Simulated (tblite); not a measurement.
C4H4F2.
SMILES with atom numbers: `[CH3:1][C:2]1=[CH:3][C:4]1([F:5])[F:6]` (hydrogens: H7, H8, H9 on C1; H10 on C3)

Computed geometry: GFN2-xTB, gas phase.

**Question.** List the bond lengths, angles and torsions at this level.

**Answer.** 
```csv
bond,length (Å)
C1–C2,1.463
C2=C3,1.321
C3–C4,1.463
"C4–F5, C4–F6",1.363
C2–C4,1.467
"C1–H7, C1–H8, C1–H9",1.089
C3–H10,1.062
```

Bonds in one row agree within 0.01 Å and their mean is given. A selection of angles:
```csv
angle,degrees
C2–C1–H7,110.7
C2–C1–H8,109.6
H7–C1–H8,109.6
H8–C1–H9,107.8
C1–C2–C3,151.8
C1–C2–C4,145.2
C3–C2–C4,63.1
C2–C3–C4,63.4
C2–C3–H10,150.7
C4–C3–H10,146.0
C3–C4–F5,122.4
F5–C4–F6,106.0
C2–C4–C3,53.6
C2–C4–F5,122.6
```

Dihedral angles: C1–C2–C3–C4 180° (antiperiplanar); C2–C3–C4–F5 -109° (anticlinal); C1–C2–C4–C3 180° (antiperiplanar).

The 3-membered ring C2–C3–C4 has internal angles of 53.6° to 63.4°. The C–C distances run from 1.321 Å (C2=C3, drawn double) to 1.467 Å (C2–C4, drawn single), a spread of 0.146 Å.

Point group: Cs (every atom within 0.08 Å of its image). Its GFN2-xTB frequencies are all real (lowest 100 cm⁻¹).

On one thread, Intel Xeon at 2.50 GHz (x86_64), no GPU, shared host with 64 logical CPUs at a one-minute load of 59, this took 0.2 s wall. That covers the optimisation of the geometry.
